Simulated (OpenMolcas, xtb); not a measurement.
**SiH2OF (SMILES O[SiH]F): the dipole moment, rung by rung**

SiH2OF: 5 atoms, total charge 0, spin state doublet. As SMILES, `O[SiH]F`. Geometry: relaxed at PBE0-D4/def2-TZVP. This is one conformer, not always the lowest.

```xyz
5

O    -0.6152   -0.8846   -0.2763
Si    0.2839    0.2457    0.4931
F     0.2070    1.6465   -0.2831
H    -1.5645   -0.7651   -0.3380
H     1.6888   -0.2426    0.4044
```

Quantity: the dipole moment, in D. The values are calculated.

```json
{"level": "GFN2-xTB", "kind": "semi-empirical", "program": "xtb", "value (D)": "1.50", "CPU time": "under 2 s"}
{"level": "UHF/def2-TZVP", "kind": "Hartree–Fock", "program": "OpenMolcas", "value (D)": "1.63", "CPU time": "16 s"}
{"level": "USVWN5/def2-TZVP", "kind": "LDA", "program": "OpenMolcas", "value (D)": "1.42", "CPU time": "29 s"}
{"level": "U-revPBE/def2-TZVP", "kind": "GGA", "program": "OpenMolcas", "value (D)": "1.41", "CPU time": "42 s"}
{"level": "UTPSS/def2-TZVP", "kind": "meta-GGA", "program": "OpenMolcas", "value (D)": "1.43", "CPU time": "59 s"}
{"level": "UM06-2X/def2-TZVP", "kind": "hybrid meta-GGA", "program": "OpenMolcas", "value (D)": "1.54", "CPU time": "52 s"}
```

The values span 1.41 to 1.63 D. CPU times are rough (shared hosts, several kinds of processor): they show what a rung costs within a factor of a few.
